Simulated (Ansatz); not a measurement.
Input for Ansatz (development build ahead of 0.2.0):

```yaml
crystal:
  periodic: [false, false, false]
  atoms:
    - { symbol: F, position_ang: [0.0, 0.0, 0.0] }
    - { symbol: H, position_ang: [1.0962, 0.0, 0.91982] }
    - { symbol: H, position_ang: [-1.0962, 0.0, 0.91982] }
basis:
  gaussian: { orbitals: "6-31G" }
total_charge: -1
magnetization:
  initial_magnetization: 2
hamiltonian:
  xc: hf
correlation:
  method: fci
  frozen_orbitals: { F: 1, H: 0 }
```

The input is written out in the form of the current development build from the run's settings.

The run gave:

* Converged: yes
* Total energy: -100.47980 hartree
* State: lowest triplet root, of any spatial symmetry

Caution: no diffuse functions for an anion.
